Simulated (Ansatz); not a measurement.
```yaml
crystal:
  periodic: [false, false, false]
  atoms:
    - {symbol: C, position_ang: [-0.159858, -0.527627, -0.078033]}
    - {symbol: F, position_ang: [0.881416, -0.000025, 0.465759]}
    - {symbol: H, position_ang: [-0.760822, 0.425413, -0.377775]}
basis:
  gaussian: {orbitals: "6-31G*", final_grid: {core_spheres: 20, valence_spheres: 16, degree: 47}, nuclear_model: gaussian}
total_charge: 1
magnetization: {spin_polarized: true, initial_magnetization: 1}
hamiltonian: {xc: {name: CAM-B3LYP}, dispersion: d3bj}
```

```sh
$ ansatz run in.yaml --threads 2 --pin off --events-out ev --progress --plain --max-ram 32768MiB --backend cpu
```

Output, abridged:

```
Functional definition: CAM-B3LYP
301 factors; integrals over basis functions are off by at most 1.0e-3 eV
77 factors; integrals over basis functions are off by at most 1.8e-5 eV
mean field evaluation 1: about -3746.6218 eV, gradient 5.0e1 eV
mean field evaluation 2: about -3712.3594 eV, gradient 1.1e2 eV
mean field evaluation 4: about -3754.4331 eV, gradient 1.4e0 eV
mean field evaluation 8: about -3754.4446 eV, gradient 5.0e-2 eV
mean field evaluation 16: about -3754.4446 eV, gradient 5.4e-5 eV
mean field -3754.44462602 eV, -137.9732951522 hartree, gradient 5.4e-5 eV, S^2 0.753045; 0 other end points of the search recorded, 0 dependent functions left out
reference -3754.44467869 eV, -137.9732970880 hartree; 8, 7 occupied and 24, 25 virtual orbitals, 301 factors
Total energy: -3754.45496676 eV, -137.9736751676 hartree
```

It took 1 s on 2 threads of a server CPU on a shared host, with 0.36 GiB of host memory at the peak.
